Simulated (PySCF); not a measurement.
Compound: C3H4ClF.
Cartesian coordinates in Å at the PBE0-D3(BJ)/def2-SVP level; atoms count from 1:
```xyz
9
C3H4ClF angstrom
C     -1.1293    0.1935   -0.2356
C      0.3234    0.3317    0.0583
Cl     0.9312    1.9506    0.1543
C      1.1566   -0.6947    0.2404
F      2.4474   -0.5488    0.4920
H     -1.4228   -0.8656   -0.2664
H     -1.7319    0.7032    0.5322
H     -1.3736    0.6532   -1.2063
H      0.8271   -1.7362    0.1920
```

Level of theory: MP2 and CCSD/aug-cc-pVDZ in PySCF, restricted Hartree–Fock reference, 9 core orbitals frozen, non-relativistic, gas phase, PBE0-D3(BJ)/def2-SVP geometry.

E(HF) = -674.87017 Eh.

How large is the problem?

155 basis functions and 48 electrons; 9 orbitals frozen, which leaves o = 15 correlated occupied and v = 131 virtual orbitals. That is o·v = 1965 singles and o·v(o·v + 1)/2 = 1931595 distinct closed-shell doubles amplitudes before symmetry; the costliest CCSD step grows as o²v⁴ = 6.6 × 10^10.

What are the MP2 and CCSD correlation energies?

MP2 -0.7711 Eh and CCSD -0.8123 Eh, which gives totals of -675.64127 and -675.68248 Eh. That is 0.737 eV for each correlated electron at CCSD (2133 kJ/mol in all, 0.120 % of the total energy); MP2 gives 94.9 % of the CCSD value.

What is the T1 diagnostic?

0.0117, below the customary warning level of 0.02. It is the norm of the spatial-orbital singles amplitudes over the root of the number of correlated electrons, so the norm is 0.064.

How does correlation change the dipole moment?

HF gives 2.87 D and CCSD (unrelaxed density) 2.54 D, a change of -0.33 D.

Connected triples and the basis-set limit are missing.

The job also held the EOM ionisation roots. Hardware: one thread, Arm Neoverse V2 (aarch64), shared host with 96 logical CPUs at a one-minute load of 58. Cost: 5.2 min, 2.9 GiB resident at most.
